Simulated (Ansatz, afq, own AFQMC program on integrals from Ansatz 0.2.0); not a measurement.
**GaCN, singlet in cc-pVDZ, levels against CCSDT(Q)**

```xyz
3

C     0.0000    0.0000    1.5675
N     0.0000    0.0000    0.3922
Ga    0.0000    0.0000   -1.9598
```

Connectivity, by distances: C–N–Ga.

Basis cc-pVDZ. Only valence electrons are correlated. AFQMC by an in-house program on the Cholesky factors that Ansatz 0.2.0 writes for its CCSD(T) run. ph-AFQMC/CISD is guided by a CISD state made of CCSD amplitudes; releasing the constraint for a short imaginary time cuts its bias at the price of noise, slowly where states lie close. Free projection: walkers drawn from exp(T), propagated without any constraint. Its projection time is finite, and what remains of the start isn't in its error. Error bars are statistical, one sigma. No spin–orbit coupling.

Determinant: RHF, the one that the program's search chose, which needn't be the lowest solution. The geometry is a point of a scan.

No full CI on the walks' own integrals is used here; CCSDT(Q) serves as the reference and is uncertain by about the last step of the cluster series.

Cautions: no relativity below Rb; no spin-orbit coupling; inner d shell frozen; the released energies are still falling, so no released level is given (meV from the phaseless value at times in 1/Eh: -6 ± 23 at 0.24, 19 ± 22 at 0.51, -6 ± 22 at 0.99, -40 ± 27 at 1.62, -84 ± 38 at 2.40), though the last usable value meets CCSDT(Q) within the noise.

```
T1 diagnostic                               : 0.0192
weight of the determinant in the CISD state : 0.846
size of the correlated space                : 12 electrons in 39 orbitals
```

Reference: CCSDT(Q), correlation energy -9.289 eV.

```tsv
level	E − E(reference) (kJ/mol)	share of correlation (%)
HF	896.3	0.00
MP2	92.2	89.71
CCSD	41.7	95.34
CCSD(T)	4.9	99.45
CCSDT	3.7	99.59
ph-AFQMC/CISD	3.9 ± 2.2	99.57
free AFQMC	1.8 ± 3.1	99.80
```

Free projections are given only where their last times agree within the noise and don't stop above the reference; a slow remainder of the start can still hide under it. A walk keeps the symmetry of its determinant, which the program's search chose and which needn't be the lowest solution, so a lower state of the same spin and another symmetry isn't excluded.
